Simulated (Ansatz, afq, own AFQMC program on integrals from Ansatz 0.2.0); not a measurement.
**Where AFQMC and coupled cluster stand for CH$_{3}$N, singlet**

| atom | x (Å) | y (Å) | z (Å) |
| --- | --- | --- | --- |
| N | 0.0000 | -0.1232 | -0.6250 |
| C | 0.0000 | 0.0600 | 0.6223 |
| H | 0.0000 | -0.8099 | 1.2818 |
| H | 0.0000 | 1.0402 | 1.1129 |
| H | 0.0000 | 0.7666 | -1.1253 |

Connectivity, by distances: NH–CH2.

Basis aug-cc-pVDZ. Noble-gas cores (and the filled d shells of Ga–Kr and In–Xe) are frozen. AFQMC by an in-house program on the Cholesky factors that Ansatz 0.2.0 writes for its CCSD(T) run. The CISD trial takes its coefficients from CCSD amplitudes. Released means that phaseless walkers are propagated on without the constraint, phases kept. Free AFQMC starts from the CCSD state and is never constrained. Its projection time is finite, and what remains of the start isn't in its error. Error bars are statistical, one sigma.

Determinant: RHF, the one that the program's search chose, which needn't be the lowest solution. The geometry is a PBE0/def2-TZVP stationary point of this or a neighbouring charge and spin state.

No full CI on the walks' own integrals is used here; CCSDT(Q) serves as the reference and is uncertain by about the last step of the cluster series.

```
T1 diagnostic                               : 0.0124
weight of the determinant in the CISD state : 0.879
size of the correlated space                : 12 electrons in 71 orbitals
```

```csv
level,correlation energy (eV)
MP2,-8.5526
CCSD,-9.1511
CCSD(T),-9.4843
```

(1) Estimate where phaseless AFQMC with a CISD trial lies against CCSD(T) on the same integrals.

(1) 0.82 ± 0.12 kcal/mol below CCSD(T).

Reference: CCSDT(Q), correlation energy -9.522 eV. The released energy is read at 2.40 1/Eh (meV from the phaseless value at times in 1/Eh: -5 ± 5 at 0.24, -4 ± 4 at 0.51, -11 ± 4 at 0.99, -17 ± 5 at 1.62, -16 ± 7 at 2.40).

| level | E − E(reference) (kcal/mol) | share of correlation (%) |
| --- | --- | --- |
| CCSD(T) | 0.88 | 99.60 |
| CCSDT | 0.60 | 99.73 |
| ph-AFQMC/HF | -1.31 ± 0.62 | 100.60 |
| ph-AFQMC/CISD | 0.06 ± 0.12 | 99.97 |
| released AFQMC | -0.32 ± 0.15 | 100.14 |
| free AFQMC | 0.15 ± 0.15 | 99.93 |

Free projections are given only where their last times agree within the noise and don't stop above the reference; a slow remainder of the start can still hide under it. A walk keeps the symmetry of its determinant, which the program's search chose and which needn't be the lowest solution, so a lower state of the same spin and another symmetry isn't excluded. Released energies are given only where the last usable release times agree within the noise; a slower fall can still hide under it.
